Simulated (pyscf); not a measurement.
H₃C–GaH₂ (SMILES [CH3][GaH2]) + CH₃• (SMILES [CH3]) → H₃C–CH₃ (SMILES CC) + GaH₂• (SMILES [GaH2]), a substitution at C (doublet surface; C–Ga broken, C–C formed). Structures and frequencies: ωB97X-D3(BJ)/def2-SVP in PySCF. Energies in eV from the separated reactants.

Small-basis levels: PySCF, no dispersion term, spherical d functions. Open shells are spin-unrestricted. 

Task: In single points B3LYP/LANL2DZ puts the saddle at 1.33 eV and the reaction energy at -0.65 eV. Should these be trusted to within a few kcal/mol? Compare with ωB97M-D3(BJ)/def2-TZVP.

Result: ωB97M-D3(BJ)/def2-TZVP gives ΔE‡ = 1.32 eV and ΔE = -0.82 eV. B3LYP/LANL2DZ lies 0.00 eV over it in the barrier and 0.17 eV over it in the reaction energy, so on this step it does not hold to within 0.13 eV. ωB97M-D3(BJ)/def2-TZVP has limits of its own. One saddle was located; it need not be the lowest between these sides. The angle at the attacked C is 159°. In the def2 sets elements up to Kr have no core potential.
